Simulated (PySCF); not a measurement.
O: electron affinity

O⁻ [He] 2s2 2p5 (2P) → O [He] 2s2 2p4 (3P), as a difference of total energies. Computed with PySCF 2.14 in aug-cc-pV5Z, with no relativity, point nucleus. Correlated levels: valence: 1s2 frozen. The calculations carry no spin-orbit coupling.

```csv
method,electron affinity (eV),error (eV)
UHF,-0.575,-2.036
LDA,2.071,+0.610
PBE,1.789,+0.328
PBE0,1.391,-0.070
r2SCAN,1.515,+0.054
LC-wPBE,1.584,+0.123
TPSS,1.513,+0.052
TPSSh,1.381,-0.080
MP2 (valence),1.525,+0.064
SCS-MP2 (valence),1.510,+0.049
```

Reference: 1.461 eV (measured; photodetachment measurements, as compiled on the Wikipedia data page of electron affinities).

Errors of the correlated levels include the incompleteness of this basis and the frozen core.

A negative affinity means that the anion lies above the atom at that level of theory.

In the anion the highest occupied orbital energy is positive at LDA, PBE, PBE0, r2SCAN, TPSS, TPSSh, a self-interaction effect; the basis confines that electron, and the energy difference can still be sensible.
